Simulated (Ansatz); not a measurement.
# H₂O+ (doublet): the correlation ladder at a displaced geometry (v1), cc-pVTZ

How much of the correlation energy of H₂O+ (doublet) does each wave-function method recover here?

Computed with Ansatz 0.2.0, Gaussian basis. Level: cc-pVTZ, core rule «outside noble gas», up to 1 orbitals frozen.

The runs, in order: UHF; CCSD(T) on ROHF; CCSD(T) on UHF; BCCD(T) on ROHF; CISD; CCSDT(Q) on ROHF; CCSDT(Q) on UHF; CASSCF and MRCISD+Q, 7 electrons in 6 orbitals; CASSCF and NEVPT2, 7 electrons in 6 orbitals.

10 further runs of the same task are left out: 2 that didn't finish, 8 set aside as unsound or not needed.

### Step 1. What is computed

The geometry is a PBE0/def2-TZVP stationary point (not a proven minimum) with its atoms shifted at random (size 0.040 Å).

3 atoms, charge 1, spin multiplicity 2.

Atoms are counted from 1 here; the program's logs count them from 0.

Bond lengths: O1–H2 1.004 Å, O1–H3 0.988 Å. Angles: H2–O1–H3 107.0°.

### Step 2. UHF

Input file in.yaml:

```yaml
crystal:
  periodic: [false, false, false]
  atoms:
    - {symbol: O, position_ang: [-0.002590, -0.066119, 0.003632]}
    - {symbol: H, position_ang: [-0.003424, 0.495110, -0.828661]}
    - {symbol: H, position_ang: [0.044540, 0.554420, 0.771006]}
basis:
  gaussian: {orbitals: cc-pVTZ}
total_charge: 1
magnetization: {spin_polarized: true, initial_magnetization: 1}
hamiltonian: {xc: hf}
output: {orbitals: {seedname: orbitals}}
```

On the command line:

```bash
$ ansatz run in.yaml --threads 1 --pin off --events-out ev --progress --plain --max-ram 2393MiB
```

After this run come: CCSD(T) on ROHF; CCSD(T) on UHF; BCCD(T) on ROHF; CISD; CCSDT(Q) on ROHF; CCSDT(Q) on UHF; CASSCF and MRCISD+Q, 7 electrons in 6 orbitals; CASSCF and NEVPT2, 7 electrons in 6 orbitals.

**Question.** What will the summary of the whole plan be? Wanted: UCCSDT(Q) below the RHF energy; RMP2 from UCCSDT(Q); UMP2 from UCCSDT(Q); RCCSD from UCCSDT(Q); RCCSD(T) from UCCSDT(Q); UCCSD(T) from UCCSDT(Q); RCCSDT(Q) from UCCSDT(Q); NEVPT2 valence from UCCSDT(Q); MRCISD+Q valence from UCCSDT(Q).

As calculated:

| quantity | value |
| --- | --- |
| UCCSDT(Q) below the RHF energy | -6.1214 eV |
| RMP2 from UCCSDT(Q) | +12.92 kcal/mol |
| UMP2 from UCCSDT(Q) | +13.12 kcal/mol |
| RCCSD from UCCSDT(Q) | +3.46 kcal/mol |
| RCCSD(T) from UCCSDT(Q) | +0.32 kcal/mol |
| UCCSD(T) from UCCSDT(Q) | +0.29 kcal/mol |
| RCCSDT(Q) from UCCSDT(Q) | +0.04 kcal/mol |
| NEVPT2 valence from UCCSDT(Q) | +15.78 kcal/mol |
| MRCISD+Q valence from UCCSDT(Q) | +0.55 kcal/mol |
| levels within 1 kcal/mol (43 meV) | RCCSD(T), UCCSD(T), BCCD(T), RCCSDT, UCCSDT, RCCSDT(Q), MRCISD+Q valence |
| T1 diagnostic | 0.013 |
| effectively unpaired electrons | 1.01 |

**Reading.** RCCSD(T) misses by +0.32 kcal/mol, 0.2 % of the correlation energy. One determinant dominates. Of the multireference levels listed MRCISD+Q valence comes nearest in total energy (+0.55 kcal/mol), which doesn't show that its space is the better one. These misses are within one basis, not against nature; the frozen cores of restricted and unrestricted runs differ, which can shift their rows.
